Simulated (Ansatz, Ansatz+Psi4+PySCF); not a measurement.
```yaml
atoms:
  - { symbol: Si, position_ang: [0.0052, -0.0473, 0.0154] }
  - { symbol: F, position_ang: [0.8949, 0.8975, 0.8743] }
  - { symbol: F, position_ang: [0.8808, -0.9181, -0.8802] }
  - { symbol: F, position_ang: [-0.8752, 0.8868, -0.9125] }
  - { symbol: F, position_ang: [-0.8692, -0.9265, 0.9304] }
```

Basis set: cc-pVTZ (spherical functions). Frozen core: 9 orbitals. Charge 0, multiplicity 1.

Computed with Ansatz (development build ahead of 0.2.0); each method stands on the lowest determinant of its kind that the runs found. Restricted open shells among the atoms or ions are ROHF, correlated in semicanonical orbitals with singles.

The atomization energy at this shape (free ground-state atoms in the same class of orbitals less the molecule, no zero-point energy) of singlet SiF4:

```csv
method,atomization energy
RHF-MP2,576.44 kcal/mol
```

Problem. What does RHF give?

Solution. 433.45 kcal/mol.
